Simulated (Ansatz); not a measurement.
Input file:

```yaml
crystal:
  periodic: [false, false, false]
  atoms:
    - {symbol: Ga, position_ang: [0.000000, 0.000000, 0.000000]}
    - {symbol: Li, position_ang: [0.000000, 0.000000, 3.022000]}
basis:
  gaussian: {orbitals: aug-cc-pVDZ}
total_charge: -1
magnetization: {spin_polarized: false, initial_magnetization: 1}
correlation: {method: bccd_t, electrons: outside_noble_gas}
```

```sh
$ ansatz run in.yaml --threads 1 --pin off --events-out ev --progress --plain --max-ram 2393MiB
```

Output:

```
609 factors; integrals over basis functions are off by at most 3.9e-4 eV
mean field evaluation 1: about -52530.9504 eV, gradient 1.2e1 eV
mean field evaluation 2: about -52530.9544 eV, gradient 1.2e1 eV
mean field evaluation 4: about -52534.8682 eV, gradient 4.2e0 eV
mean field evaluation 8: about -52535.0765 eV, gradient 7.8e-1 eV
mean field evaluation 16: about -52535.1076 eV, gradient 5.4e-6 eV
mean field evaluation 32: about -52534.3190 eV, gradient 4.5e0 eV
mean field evaluation 64: about -52534.3675 eV, gradient 1.8e-1 eV
mean field evaluation 96: about -52534.8960 eV, gradient 5.2e-1 eV
mean field evaluation 128: about -52533.2717 eV, gradient 6.3e-1 eV
mean field evaluation 160: about -52534.9104 eV, gradient 2.8e0 eV
...
cycle  11  -2.47249167 eV  change   -2.3e-3 eV  update   1.4e-3
cycle  12  -2.47195345 eV  change    5.4e-4 eV  update   6.2e-4
cycle  13  -2.47199857 eV  change   -4.5e-5 eV  update   4.3e-4
cycle  14  -2.47311322 eV  change   -1.1e-3 eV  update   3.2e-4
cycle  15  -2.47260453 eV  change    5.1e-4 eV  update   2.0e-4
cycle  16  -2.47260054 eV  change    4.0e-6 eV  update   7.3e-5
cycle  17  -2.47263190 eV  change   -3.1e-5 eV  update   4.2e-5
cycle  18  -2.47261273 eV  change    1.9e-5 eV  update   2.1e-5
cycle  19  -2.47260570 eV  change    7.0e-6 eV  update   1.2e-5
cycle  20  -2.47260247 eV  change    3.2e-6 eV  update   4.5e-6
perturbative correction -0.10148922 eV, -0.0037296602 hartree
Total energy: -52537.68169611 eV, -1930.7241910124 hartree
```

For the same geometry and basis full CI lies 72.9 meV lower. By full CI's occupations no single determinant describes the state well.

Ran on 1 thread of Arm Neoverse V2, shared host: 34 s wall, 0.17 GiB peak host memory.
